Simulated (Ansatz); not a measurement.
bcc K, treated with PBEsol in Ansatz (plane waves, PAW).

Settings: plane-wave cutoff 520 eV, 18×18×18 k mesh, Fermi–Dirac smearing 0.072 eV (set by the program), scalar-relativistic PAW data made under PBE.

Computed at the level's own relaxed cell.

Elastic tensor (GPa, Voigt notation, ions relaxed):

```
    4.1     3.5     3.5     0.0     0.0     0.0
    3.5     4.1     3.5     0.0     0.0     0.0
    3.5     3.5     4.1     0.0     0.0     0.0
    0.0     0.0     0.0     2.9     0.0     0.0
    0.0     0.0     0.0     0.0     2.9     0.0
    0.0     0.0     0.0     0.0     0.0     2.9
```

Worked from these constants: the tetragonal shear constant is C′ = (C11 − C12)/2 = 0.3 GPa against C44 = 2.9 GPa, so the tetragonal shear is the softer. The Zener ratio C44/C′ is 9.67 (1 for an isotropic solid), and the Cauchy pressure C12 − C44 is 0.6 GPa. With C11 + 2C12 = 11.1 GPa all three Born conditions hold; they don't test modes at the zone boundary.

Static lattice: no zero-point or thermal effects.

Ansatz is an electronic-structure program.
